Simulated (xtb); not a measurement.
xtb input:

```bash
xtb mol.xyz --gfn 2 --sp --chrg -1 --uhf 0
```
mol.xyz:
```
5

C     -0.01834054    -0.04095923    -1.20035978
C      0.00307410     0.01730012     0.18214472
N      0.02261523     0.11860536     1.35580394
H      0.88544576    -0.36826819    -1.70388387
H     -0.95215375    -0.32001471    -1.67745335
```

**Question.** What final total energy does it print?

**Answer.** -8.32073 Eh (GFN2-xTB).

It need not be the lowest isomer of its formula. Whether it binds its extra electron was not tested at this geometry.
